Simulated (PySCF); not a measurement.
sulfur dioxide (O₂S), SMILES S(=O)=O.

Geometry: ωB97X-D3(BJ)/def2-TZVP.

These are HF/def2-TZVPD in PySCF values and carry that method's errors.

Symmetry labels are those of the subgroup C2v that the program uses (full group C2v).

Question: List the valence orbital energies around the gap with their symmetry. (The exact figures need the calculation; the answer reports its results.)

Answer: 
```tsv
orbital	symmetry	energy (eV)
HOMO−7	B2	-38.17
HOMO−6	A1	-23.63
HOMO−5	B2	-19.08
HOMO−4	A1	-18.93
HOMO−3	B1	-18.13
HOMO−2	B2	-14.85
HOMO−1	A2	-14.29
HOMO	A1	-13.55
LUMO	B1	0.20
LUMO+1	A1	1.53
LUMO+2	B2	1.73
LUMO+3	B1	1.82
```
